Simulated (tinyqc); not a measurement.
ROHF in the sto-3g basis, for CH, spin multiplicity 4, step by step. One step of it, computed by the program tinyqc.

Problem. Iteration 3: Roothaan effective Fock matrix. With projectors Pc = D(beta) S, Po = (D(alpha) - D(beta)) S, Pv = 1 - D(alpha) S, the block xy is Px^T F Py; with Fc = (F(alpha) + F(beta))/2, the blocks are Fc for cc, oo, vv and cv, F(beta) for co and F(alpha) for ov.

F(alpha) (hartree), order 1C 1s, 1C 2s, 1C 2px, 1C 2py, 1C 2pz, 2H 1s:
$$\begin{pmatrix}
-10.648039 & -2.904342 & 0.000000 & 0.000000 & -0.002161 & -0.055055 \\
-2.904342 & -1.369489 & 0.000000 & 0.000000 & 0.003097 & -0.125575 \\
0.000000 & 0.000000 & -0.169685 & 0.000000 & 0.000000 & 0.000000 \\
0.000000 & 0.000000 & 0.000000 & -0.169685 & 0.000000 & 0.000000 \\
-0.002161 & 0.003097 & 0.000000 & 0.000000 & 0.086351 & -0.200316 \\
-0.055055 & -0.125575 & 0.000000 & 0.000000 & -0.200316 & -0.368449
\end{pmatrix}$$

F(beta) (hartree), order 1C 1s, 1C 2s, 1C 2px, 1C 2py, 1C 2pz, 2H 1s:
$$\begin{pmatrix}
-10.596713 & -2.828250 & 0.000000 & 0.000000 & -0.001608 & -0.050488 \\
-2.828250 & -1.015135 & 0.000000 & 0.000000 & -0.054619 & -0.100681 \\
0.000000 & 0.000000 & 0.559683 & 0.000000 & 0.000000 & 0.000000 \\
0.000000 & 0.000000 & 0.000000 & 0.559683 & 0.000000 & 0.000000 \\
-0.001608 & -0.054619 & 0.000000 & 0.000000 & 0.511421 & -0.048588 \\
-0.050488 & -0.100681 & 0.000000 & 0.000000 & -0.048588 & 0.014484
\end{pmatrix}$$

D(alpha) after iteration 2, order 1C 1s, 1C 2s, 1C 2px, 1C 2py, 1C 2pz, 2H 1s:
$$\begin{pmatrix}
1.065492 & -0.263840 & 0.000000 & 0.000000 & 0.015631 & -0.000052 \\
-0.263840 & 1.063169 & 0.000000 & 0.000000 & -0.066378 & -0.012361 \\
0.000000 & 0.000000 & 1.000000 & 0.000000 & 0.000000 & 0.000000 \\
0.000000 & 0.000000 & 0.000000 & 1.000000 & 0.000000 & 0.000000 \\
0.015631 & -0.066378 & 0.000000 & 0.000000 & 0.458498 & 0.451094 \\
-0.000052 & -0.012361 & 0.000000 & 0.000000 & 0.451094 & 0.446475
\end{pmatrix}$$

D(beta) after iteration 2, order 1C 1s, 1C 2s, 1C 2px, 1C 2py, 1C 2pz, 2H 1s:
$$\begin{pmatrix}
1.063828 & -0.257213 & 0.000000 & 0.000000 & -0.011938 & -0.027044 \\
-0.257213 & 1.036779 & 0.000000 & 0.000000 & 0.043404 & 0.095120 \\
0.000000 & 0.000000 & 0.000000 & 0.000000 & 0.000000 & 0.000000 \\
0.000000 & 0.000000 & 0.000000 & 0.000000 & 0.000000 & 0.000000 \\
-0.011938 & 0.043404 & 0.000000 & 0.000000 & 0.001818 & 0.003986 \\
-0.027044 & 0.095120 & 0.000000 & 0.000000 & 0.003986 & 0.008739
\end{pmatrix}$$

overlap S, order 1C 1s, 1C 2s, 1C 2px, 1C 2py, 1C 2pz, 2H 1s:
$$\begin{pmatrix}
1.000000 & 0.248362 & 0.000000 & 0.000000 & 0.000000 & 0.004409 \\
0.248362 & 1.000000 & 0.000000 & 0.000000 & 0.000000 & 0.083894 \\
0.000000 & 0.000000 & 1.000000 & 0.000000 & 0.000000 & 0.000000 \\
0.000000 & 0.000000 & 0.000000 & 1.000000 & 0.000000 & 0.000000 \\
0.000000 & 0.000000 & 0.000000 & 0.000000 & 1.000000 & 0.110283 \\
0.004409 & 0.083894 & 0.000000 & 0.000000 & 0.110283 & 1.000000
\end{pmatrix}$$

Give: effective F.

Solution.

effective F (hartree), order 1C 1s, 1C 2s, 1C 2px, 1C 2py, 1C 2pz, 2H 1s:
$$\begin{pmatrix}
-10.6224 & -2.8659 & 0.0000 & 0.0000 & -0.0051 & -0.0558 \\
-2.8659 & -1.1895 & 0.0000 & 0.0000 & -0.0358 & -0.1239 \\
0.0000 & 0.0000 & 0.1950 & 0.0000 & 0.0000 & 0.0000 \\
0.0000 & 0.0000 & 0.0000 & 0.1950 & 0.0000 & 0.0000 \\
-0.0051 & -0.0358 & 0.0000 & 0.0000 & 0.2873 & -0.1266 \\
-0.0558 & -0.1239 & 0.0000 & 0.0000 & -0.1266 & -0.1703
\end{pmatrix}$$
